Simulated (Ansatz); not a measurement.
in.yaml

```yaml
crystal:
  periodic: [false, false, false]
  atoms:
    - {symbol: Sn, position_ang: [0.000046, 0.000005, -0.014048]}
    - {symbol: H, position_ang: [1.617032, 0.013522, 0.556831]}
    - {symbol: H, position_ang: [-0.823095, 1.394937, 0.549273]}
    - {symbol: H, position_ang: [-0.799363, -1.408992, 0.548448]}
basis:
  gaussian: {orbitals: def2-SVP}
magnetization: {spin_polarized: false, initial_magnetization: 1}
correlation: {method: ccsdtq, electrons: outside_noble_gas}
```

```sh
$ ansatz run in.yaml --threads 2 --pin off --events-out ev --progress --plain --max-ram 23808MiB --backend cuda --devices 0, --max-vram 18GiB
```

Output:

```
869 factors; integrals over basis functions are off by at most 2.1e-7 eV
mean field evaluation 1: about -5850.9726 eV, gradient 7.7e0 eV
mean field evaluation 2: about -5850.9788 eV, gradient 7.7e0 eV
mean field evaluation 4: about -5851.4599 eV, gradient 7.7e-1 eV
mean field evaluation 8: about -5851.4629 eV, gradient 1.5e-3 eV
mean field evaluation 16: about -5851.4593 eV, gradient 7.8e-1 eV
mean field -5851.46286131 eV, -215.0372938892 hartree, gradient 4.6e-7 eV, S^2 0.750000; 0 other end points of the search recorded, 0 dependent functions left out
9 core orbitals not correlated: weight in the atoms' cores, before any rotation towards them, 0.998 or more for the frozen orbitals, at most 0.001 for the correlated occupied ones
reference -5851.46286131 eV, -215.0372938892 hartree; 4, 3 occupied and 28, 29 virtual orbitals, 869 factors
second order -2.23699198 eV of doubles, -0.01930177 eV of singles
cycle   1  -2.72836325 eV  change   -4.7e-1 eV  update   5.8e-2
cycle   2  -2.98053734 eV  change   -2.5e-1 eV  update   2.5e-2
cycle   3  -2.99202527 eV  change   -1.1e-2 eV  update   7.3e-3
cycle   4  -2.99771157 eV  change   -5.7e-3 eV  update   3.0e-3
cycle   5  -2.99699977 eV  change    7.1e-4 eV  update   9.4e-4
cycle   6  -2.99685548 eV  change    1.4e-4 eV  update   3.8e-4
cycle   7  -2.99705444 eV  change   -2.0e-4 eV  update   1.6e-4
cycle   8  -2.99709171 eV  change   -3.7e-5 eV  update   5.7e-5
cycle   9  -2.99706526 eV  change    2.6e-5 eV  update   2.5e-5
cycle  10  -2.99706673 eV  change   -1.5e-6 eV  update   1.2e-5
cycle  11  -2.99706631 eV  change    4.2e-7 eV  update   5.7e-6
cycle  12  -2.99706676 eV  change   -4.5e-7 eV  update   1.8e-6
cycle  13  -2.99706646 eV  change    3.0e-7 eV  update   8.4e-7
Total energy: -5854.45992778 eV, -215.1474340503 hartree
```

For the same geometry and basis full CI lies 0.6 meV higher.

Ran on 2 threads of AMD EPYC 7R13 with a shared H100 80 GB, shared host: 7 s wall, 0.84 GiB peak host memory.
